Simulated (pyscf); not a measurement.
Structures and frequencies: ωB97X-D3(BJ)/def2-SVP in PySCF. MP2 and CC: frozen core, UHF for open shells. ΔMP2 is the change of the MP2 total energy from the triple- to the quadruple-zeta basis.

**Question.** `[NH2][AlH2]` + `[CH3]` [doublet] → `[NH2][AlH]` [doublet] + `[CH4]`
Surface: doublet. Broken: Al–H. Formed: C–H. Give ΔE‡ and ΔE from CCSD(T)/def2-TZVPP + ΔMP2(QZVPP), relative to the separated reactants.

**Answer.** ΔE‡ = 8.3 kcal/mol, ΔE = -22.4 kcal/mol. Zero-point energy shifts the barrier by +0.6 kcal/mol. It is a hydrogen abstraction, with an imaginary mode of 860i cm⁻¹. This is the saddle that the search found; another between the same sides may lie lower. The angle at the transferred H is 177°. The CCSD(T) − MP2 part came from Ansatz, without density fitting, on the same reference.
